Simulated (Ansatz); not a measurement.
**Atomization energy of Ge₂H, doublet, worked out**

| atom | x (Å) | y (Å) | z (Å) |
| --- | --- | --- | --- |
| Ge | 0.0000 | -0.4466 | 1.1824 |
| Ge | 0.0000 | -0.4466 | -1.1824 |
| H | 0.0000 | 0.8933 | 0.0000 |

Connectivity, by distances: Ge–Ge, 1 bridging H.

Basis cc-pVDZ. Only valence electrons are correlated. Integrals, coupled cluster, full CI and functionals: Ansatz 0.2.0; the random walks run on the same integrals in our own AFQMC program. ph-AFQMC/CISD is guided by a CISD state made of CCSD amplitudes; releasing the constraint for a short imaginary time cuts its bias at the price of noise, slowly where states lie close. Uncertainties: one standard error, sampling alone. No spin–orbit coupling.

Total energies in eV. CBS is CCSD(T) at the limit of def2-TZVPP/QZVPP (extrapolated itself); the highest rung of each member is named.

Cautions: inner d shell frozen; no relativity below Rb; no spin-orbit coupling.

```tsv
member	count	CCSD(T)/cc-pVDZ	highest rung in cc-pVDZ	which	CCSD(T)/CBS
Ge (triplet)	+2	-56473.1139	-56473.1222	FCI	-56475.5964
H (doublet)	+1	-13.5861	-13.5861	FCI	-13.6059
Ge₂H, doublet	-1	-112964.8785	-112964.9295	CCSDT(Q)	-112970.5841
```

**Question.** Work out the best estimate of the atomization energy: the CCSD(T)/CBS difference plus the step from CCSD(T) to the highest rung.

**Answer.** Sums with the counts: CCSD(T)/CBS 5.7854 eV, highest rung 5.0990 eV, CCSD(T)/cc-pVDZ 5.0646 eV. The step is 5.0990 − 5.0646 = 0.0344 eV, so the best estimate is 5.7854 + (0.0344) = 5.8198 eV = 561.5 kJ/mol. The basis set is worth 0.721 eV of it. Zero-point, core-correlation and spin–orbit terms aren't in it. Past Ne the Hartree–Fock part of each CBS total tends to overshoot, since the cores don't follow the formula; that largely cancels in the difference.

Best estimates are given only where the step beyond CCSD(T) is under 0.3 eV and no member's determinant is very poor (T1 over 0.05, or 0.07 for open shells, ⟨S²⟩ too high by 0.3, two states mixed), so the hardest cases are missing from such tables.

CCSDT and higher add their correlation energy to the determinant of the CCSD(T) run, since their own runs factorise the integrals more tightly (a shift of under 2 meV). Each member of a difference takes its own highest rung, so a best estimate needn't equal the limit plus the step of one row.
